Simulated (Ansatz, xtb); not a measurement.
**Relative energy of two isomers of C4H6ClF**

Structure I is `C/C(F)=C(\C)Cl`, a singlet and structure II is `C=C(F)CCCl`, a singlet. Both are isolated molecules in the gas phase, relaxed with PBE0-D3(BJ)/def2-SVP, each in the lowest conformer that the search found.

Quicker runs give these differences E(II) − E(I): GFN2-xTB +0.280 eV; HF/STO-3G +0.192 eV (at GFN2-xTB geometries); r2SCAN-D4/def2-SVP +0.136 eV (at GFN2-xTB geometries).

Task: Estimate E(II) − E(I) at the level CCSD(T)/def2-SVP + ΔMP2/def2-TZVPP.

Result: Too close to call at this level: CCSD(T)/def2-SVP + ΔMP2/def2-TZVPP gives E(II) − E(I) = +0.037 eV.

The same difference at several levels:

```json
{"level": "GFN2-xTB", "geometry": "GFN2-xTB", "E(II) − E(I) (eV)": "+0.280", "departure from the last row (eV)": "+0.243", "job, with rough time for the two": "optimisation, 0.11 s"}
{"level": "HF/STO-3G", "geometry": "GFN2-xTB", "E(II) − E(I) (eV)": "+0.192", "departure from the last row (eV)": "+0.155", "job, with rough time for the two": "single point, 0.3 s"}
{"level": "r2SCAN-D4/def2-SVP", "geometry": "GFN2-xTB", "E(II) − E(I) (eV)": "+0.136", "departure from the last row (eV)": "+0.100", "job, with rough time for the two": "single point, 2.2 s"}
{"level": "PBE0-D3(BJ)/def2-SVP", "geometry": "PBE0-D3(BJ)/def2-SVP", "E(II) − E(I) (eV)": "+0.119", "departure from the last row (eV)": "+0.083", "job, with rough time for the two": "optimisation, 30 s"}
{"level": "HF/def2-SVP", "geometry": "PBE0-D3(BJ)/def2-SVP", "E(II) − E(I) (eV)": "−0.055", "departure from the last row (eV)": "−0.091", "job, with rough time for the two": "part of the CCSD(T) run"}
{"level": "MP2/def2-SVP", "geometry": "PBE0-D3(BJ)/def2-SVP", "E(II) − E(I) (eV)": "+0.091", "departure from the last row (eV)": "+0.054", "job, with rough time for the two": "part of the CCSD(T) run"}
{"level": "CCSD(T)/def2-SVP", "geometry": "PBE0-D3(BJ)/def2-SVP", "E(II) − E(I) (eV)": "+0.057", "departure from the last row (eV)": "+0.020", "job, with rough time for the two": "single point"}
{"level": "CCSD(T)/def2-SVP + ΔMP2/def2-TZVPP", "geometry": "PBE0-D3(BJ)/def2-SVP", "E(II) − E(I) (eV)": "+0.037", "departure from the last row (eV)": "", "job, with rough time for the two": "single point, 23 s"}
```

As drawn, both hold the same kinds of bond in the same numbers. Structure I has 2 methyl groups, II 0.

The largest departure from CCSD(T)/def2-SVP + ΔMP2/def2-TZVPP is that of GFN2-xTB, 0.243 eV. The last row adds to CCSD(T) the change of the MP2 difference between the two basis sets, here −0.020 eV.

With thermal terms from frequencies at re-optimised GFN2-xTB minima (ideal gas, soft modes damped towards free rotors, one conformer each, 298.15 K, 1 atm): the zero-point term adds +0.024 eV; ΔH is +0.036 and ΔG +0.083 eV.

The correlated steps freeze 10 core orbitals. Codes used: Ansatz 0.2.0, xtb 6.7.1; the last row on 2 threads of Intel(R) Xeon(R) 6975P-C (Granite Rapids) on a shared host.
